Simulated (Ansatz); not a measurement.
# doublet PN+: levels of theory compared

Wanted: a comparison of 6 runs (U-r2SCAN/STO-3G, U-revPBE/STO-3G, U-wB97M-V/STO-3G, UHSE06/STO-3G, USVWN5/STO-3G, UCCSDT(Q)/STO-3G) of doublet PN+. 

The results are computed with Ansatz 0.2.0.

46 further runs of the same task are left out: 12 that didn't finish, 34 set aside as unsound or not needed.

### Step 1. Starting point

PN+: 2 atoms, total charge +1, spin state doublet. SMILES of the parent species: `N#P`. The bond length is the one measured for the parent species. That shape belongs to the parent species and isn't relaxed for this state.

Bond lengths: N1–P2 1.491 Å.

### Step 2. A single-point energy at U-r2SCAN/STO-3G (run 1)

in.yaml

```yaml
basis:
  gaussian: {orbitals: STO-3G}
crystal:
  periodic: [false, false, false]
  atoms:
    - {symbol: N, position_ang: [0.000000, 0.000000, 0.000000]}
    - {symbol: P, position_ang: [0.000000, 0.000000, 1.490866]}
total_charge: 1
magnetization: {spin_polarized: true, initial_magnetization: 1}
hamiltonian: {xc: {name: r2SCAN}}
accuracy: high
```

Started as:

```sh
ansatz run in.yaml --threads 1 --pin off --max-ram 2610MiB --events-out events.jsonl --progress --plain --runs-dir runs
```

The log of the run:

```text
Warning: RAYON_NUM_THREADS=1 ignored (pool sized by the plan → 1); use --threads N
Functional definition: r2SCAN
  name "r2SCAN"
  parameter k0 = 0.174
  parameter k1 = 0.065
  parameter a1 = 4.9479
  exchange = r2scan_x(k0 = k0, k1 = k1, a1 = a1)
  correlation = r2scan_c
224 factors; integrals over basis functions are off by at most 8.7e-9 eV
mean field evaluation 1: about -10617.8049 eV, gradient 5.5e1 eV
mean field evaluation 2: about -10542.5206 eV, gradient 8.2e1 eV
mean field evaluation 4: about -10629.9656 eV, gradient 4.2e1 eV
mean field evaluation 8: about -10633.0476 eV, gradient 3.8e1 eV
mean field evaluation 16: about -10642.3756 eV, gradient 4.0e-6 eV
mean field -10642.37558057 eV, -391.1000889246 hartree, gradient 9.5e-8 eV, S^2 0.793691; 1 other end points of the search recorded, 0 dependent functions left out
reference -10642.37558093 eV, -391.1000889378 hartree; 11, 10 occupied and 3, 4 virtual orbitals, 224 factors
Total energy: -10642.37558093 eV, -391.1000889378 hartree
```

Wall time 1.4 s (1 thread of Intel Xeon 6975P-C (Granite Rapids), shared host); peak memory 0.18 GiB.

### Step 3. The energy at U-revPBE/STO-3G (run 2)

run.yaml

```yaml
crystal:
  periodic: [false, false, false]
  atoms:
    - {symbol: "N", position_ang: [0.000000, 0.000000, 0.000000]}
    - {symbol: P, position_ang: [0.000000, 0.000000, 1.490866]}
basis:
  gaussian:
    orbitals: STO-3G
accuracy: high
hamiltonian:
  xc: {name: revPBE}
magnetization:
  spin_polarized: true
  initial_magnetization: 1
total_charge: 1
```

Started as:

```sh
ansatz run run.yaml --threads 1 --pin off --max-ram 2610MiB --events-out events.jsonl --progress --plain --runs-dir runs
```

The log of the run:

```text
Warning: RAYON_NUM_THREADS=1 ignored (pool sized by the plan → 1); use --threads N
Functional definition: revPBE
  name "revPBE"
  parameter kappa = 1.245
  parameter beta = 0.06672455060314922
  exchange = pbe_x(kappa = kappa, mu = beta*pi^2/3)
  correlation = pbe_c(beta = beta)
224 factors; integrals over basis functions are off by at most 8.7e-9 eV
mean field evaluation 1: about -10614.7235 eV, gradient 5.8e1 eV
mean field evaluation 2: about -10533.8455 eV, gradient 8.1e1 eV
mean field evaluation 4: about -10613.7775 eV, gradient 5.8e1 eV
mean field evaluation 8: about -10629.0321 eV, gradient 4.3e1 eV
mean field evaluation 16: about -10641.5684 eV, gradient 6.4e-8 eV
mean field evaluation 32: about -10641.5684 eV, gradient 6.3e-8 eV
mean field -10641.56842314 eV, -391.0704264361 hartree, gradient 6.3e-8 eV, S^2 0.764292; 4 other end points of the search recorded, 0 dependent functions left out
reference -10641.56842450 eV, -391.0704264863 hartree; 11, 10 occupied and 3, 4 virtual orbitals, 224 factors
Total energy: -10641.56842450 eV, -391.0704264863 hartree
```

It took 0.68 s on 1 thread of Intel Xeon 6975P-C (Granite Rapids), shared host; peak memory 0.11 GiB.

Run 3 isn't shown in full; the table further down has it.

### Step 4. A single-point energy at UHSE06/STO-3G (run 4)

job.yaml

```yaml
basis:
  gaussian: {orbitals: STO-3G}
crystal:
  periodic: [false, false, false]
  atoms:
    - {symbol: N, position_ang: [0.000000, 0.000000, 0.000000]}
    - {symbol: P, position_ang: [0.000000, 0.000000, 1.490866]}
magnetization: {spin_polarized: true, initial_magnetization: 1}
hamiltonian: {xc: hse06}
total_charge: 1
accuracy: high
```

Started as:

```sh
ansatz run job.yaml --threads 1 --pin off --max-ram 2610MiB --events-out events.jsonl --progress --plain --runs-dir runs
```

The log of the run:

```text
Warning: RAYON_NUM_THREADS=1 ignored (pool sized by the plan → 1); use --threads N
Functional definition: HSE06
  name "HSE06"
  parameter a = 0.25
  parameter omega = 0.11/bohr
  exchange = pbe_x - a*pbe_x_sr(omega) + a*exact_x_sr(omega)
  correlation = pbe_c
224 factors; integrals over basis functions are off by at most 8.7e-9 eV
42 factors; integrals over basis functions are off by at most 1.3e-9 eV
mean field evaluation 1: about -10615.7919 eV, gradient 5.3e1 eV
mean field evaluation 2: about -10545.9630 eV, gradient 8.4e1 eV
mean field evaluation 4: about -10632.2295 eV, gradient 3.0e1 eV
mean field evaluation 8: about -10638.0919 eV, gradient 6.4e-1 eV
mean field evaluation 16: about -10638.1039 eV, gradient 1.1e-4 eV
mean field -10638.10389447 eV, -390.9431073561 hartree, gradient 1.1e-8 eV, S^2 0.809157; 1 other end points of the search recorded, 0 dependent functions left out
reference -10638.10389557 eV, -390.9431073965 hartree; 11, 10 occupied and 3, 4 virtual orbitals, 224 factors
Total energy: -10638.10389557 eV, -390.9431073965 hartree
```

It took 0.71 s on 1 thread of Intel Xeon 6975P-C (Granite Rapids), shared host; peak memory 0.11 GiB.

Run 5 isn't shown in full; the table further down has it.

### Step 5. A single-point energy at UCCSDT(Q)/STO-3G (run 6)

job.yaml

```yaml
crystal:
  periodic: [false, false, false]
  atoms:
    - symbol: N
      position_ang: [0.000000, 0.000000, 0.000000]
    - symbol: P
      position_ang: [0.000000, 0.000000, 1.490866]
basis:
  gaussian:
    orbitals: STO-3G
total_charge: 1
magnetization:
  spin_polarized: true
  initial_magnetization: 1
correlation:
  method: ccsdt_q
  frozen_orbitals: {"N": 1, P: 5}
accuracy: high
scf:
  omitted_lower_state_checks: [cluster_reference, increment]
```

Started as:

```sh
ansatz run job.yaml --threads 1 --pin off --max-ram 2610MiB --events-out events.jsonl --progress --plain --runs-dir runs
```

The log of the run:

```text
Warning: RAYON_NUM_THREADS=1 ignored (pool sized by the plan → 1); use --threads N
[... 18 lines left out ...]
6 core orbitals not correlated: weight in the atoms' cores, before any rotation towards them, 1.000 or more for the frozen orbitals, at most 0.000 for the correlated occupied ones
[... 41 lines left out ...]
Total energy: -10625.38818610 eV, -390.4758136922 hartree
Checks for a lower state left out: cluster_reference, increment
```

Wall time 1.4 s (1 thread of Intel Xeon 6975P-C (Granite Rapids), shared host).

### Step 6. Overview of the runs

```tsv
run	level	frozen core orbitals	energy (Eh)	⟨S²⟩	wall time
1	U-r2SCAN/STO-3G	–	-391.100089	0.794	1.4 s
2	U-revPBE/STO-3G	–	-391.070426	0.764	0.68 s
3	U-wB97M-V/STO-3G	–	-391.170187	0.792	5.1 s
4	UHSE06/STO-3G	–	-390.943107	0.809	0.71 s
5	USVWN5/STO-3G	–	-389.402709	0.764	0.46 s
6	UCCSDT(Q)/STO-3G	6	-390.475814	1.694	1.4 s
```

### Step 7. Outcome

| quantity | value |
| --- | --- |
| run 6: total energy | -390.47581 Eh |
| run 6: correlation energy (6 core orbitals frozen) | -128.3 mEh |
| run 6: ⟨S²⟩ of the reference determinant | 1.694 |
| run 6: T1 diagnostic | 0.116 |

In words: Totals of different functionals can't be ranked against each other. In runs 1, 2, 3, 4, 5, 6 the basis is minimal, so the values are rough. Spin contamination of the reference: run 6 ⟨S²⟩ = 1.69. Where it is this large, the reference is a mixture of spin states, and values that rest on it are in doubt. All runs together took 9.8 s, the longest 5.1 s.
